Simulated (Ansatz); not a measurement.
A structure relaxed at r2SCAN-D4/def2-TZVP in Ansatz, charge 0, doublet:

```xyz
3

Na    0.364    0.468   -2.823
H    -0.240   -0.288    1.775
H    -0.124   -0.180    1.047
```

Q: Give its formula and point group.

A: NaH₂. Point group C∞v (tolerance 0.1 Å).

Q: Summarise the bond lengths by kind (pairs closer than 1.2 times the sum of covalent radii, bridged metal pairs left out).

A: .

In the doublet geometry the species has come apart into loosely held pieces. In the doublet, H2 and H3 lie 0.75 Å apart (atoms count from 1), so H2 has formed as a molecule. The structure comes from a short search, and lower isomers may exist.
